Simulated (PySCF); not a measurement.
## Running PySCF for CH⁺

Input:

```python
from pyscf import gto, scf

mol = gto.M(
    atom='H 0 0 0; C 0 0 1.13',
    basis='x2c-tzvpall',
    charge=1,
    spin=0,
    symmetry=True,
    verbose=4,
)
mf = scf.RHF(mol)
mf = mf.sfx2c1e()
mf.kernel()
mf.nuc_grad_method().kernel()
mf.dip_moment()
print('orbital energies (hartree):', mf.mo_energy[..., max(0, mol.nelec[1]-3):mol.nelec[0]+3].round(4))
```

```bash
$ OMP_NUM_THREADS=1 python input.py
```

It prints (some set-up lines and the per-cycle HOMO/LUMO lines with their warnings removed):

```
PySCF version 2.14.0

[INPUT] verbose = 4
[INPUT] num. atoms = 2
[INPUT] num. electrons = 6
[INPUT] charge = 1
[INPUT] spin (= nelec alpha-beta = 2S) = 0
[INPUT] symmetry True subgroup None
[INPUT] Mole.unit = angstrom
[INPUT] Symbol           X                Y                Z      unit          X                Y                Z       unit  Magmom
[INPUT]  1 H      0.000000000000   0.000000000000   0.000000000000 AA    0.000000000000   0.000000000000   0.000000000000 Bohr   0.0
[INPUT]  2 C      0.000000000000   0.000000000000   1.130000000000 AA    0.000000000000   0.000000000000   2.135390520759 Bohr   0.0

nuclear repulsion = 2.80979050046018
point group symmetry = Coov
symmetry origin: [0.         0.         1.83033473]
symmetry axis x: [1. 0. 0.]
symmetry axis y: [0. 1. 0.]
symmetry axis z: [0. 0. 1.]
num. orbitals of irrep A1 = 15
num. orbitals of irrep E1x = 7
num. orbitals of irrep E1y = 7
num. orbitals of irrep E2x = 3
num. orbitals of irrep E2y = 3
num. orbitals of irrep E3x = 1
num. orbitals of irrep E3y = 1
number of shells = 6
number of NR pGTOs = 54
number of NR cGTOs = 37
basis = x2c-tzvpall
ecp = {}

******** <class 'pyscf.x2c.sfx2c1e.sfX2C1eSymAdaptedRHF'> ********
method = sfX2C1eSymAdaptedRHF
initial guess = minao
damping factor = 0
level_shift factor = 0
DIIS = <class 'pyscf.scf.diis.CDIIS'>
diis_start_cycle = 1
diis_space = 8
diis_damp = 0
SCF conv_tol = 1e-09
SCF conv_tol_grad = None
SCF max_cycles = 50
direct_scf = True
direct_scf_tol = 1e-13

******** <class 'pyscf.x2c.sfx2c1e.SpinFreeX2CHelper'> ********
approx = 1e
xuncontract = 1
Freeze 0 electrons in irreps []
    6 free electrons in irreps A1 E1x E1y E2x E2y E3x E3y
Set gradient conv threshold to 3.16228e-05
Initial guess from minao.
init E= -37.9355527430586
cycle= 1 E= -37.8253758077338  delta_E= 0.11  |g|= 0.475  |ddm|= 0.912
cycle= 2 E= -37.920595634061  delta_E= -0.0952  |g|= 0.0835  |ddm|= 0.622
cycle= 3 E= -37.9226592782188  delta_E= -0.00206  |g|= 0.0198  |ddm|= 0.119
cycle= 4 E= -37.9228867521134  delta_E= -0.000227  |g|= 0.0033  |ddm|= 0.0379
cycle= 5 E= -37.9228940609502  delta_E= -7.31e-06  |g|= 0.000458  |ddm|= 0.00608
cycle= 6 E= -37.9228941905203  delta_E= -1.3e-07  |g|= 3.41e-05  |ddm|= 0.00124
cycle= 7 E= -37.922894191163  delta_E= -6.43e-10  |g|= 5.63e-06  |ddm|= 8.48e-05
Extra cycle  E= -37.9228941911793  delta_E= -1.63e-11  |g|= 1.87e-06  |ddm|= 8.2e-06
converged SCF energy = -37.9228941911793

******** <class 'pyscf.grad.rhf.Gradients'> for <class 'pyscf.x2c.sfx2c1e.sfX2C1eSymAdaptedRHF'> ********
unit = Eh/Bohr
--------------- sfX2C1eSymAdaptedRHF gradients ---------------
         x                y                z
0 H     0.0000000000     0.0000000000    -0.0098346333
1 C     0.0000000000     0.0000000000     0.0098346333
----------------------------------------------
Dipole moment(X, Y, Z, Debye): -0.00000,  0.00000,  3.08512
orbital energies (hartree): [-11.8418  -1.2487  -0.8749  -0.3312  -0.3312  -0.09  ]
```

In short: E(SCF) = -37.922894 Eh, 7 cycles, gradient on the second atom 0.0098 Eh/bohr.

Hardware: Arm Neoverse V2, 1 thread, shared host. Wall time 0.93 s, peak memory 0.12 GiB.

Stability towards an unrestricted solution was not tested. The bond length is a typed value, not an optimised one. The dipole of an ion depends on the origin.
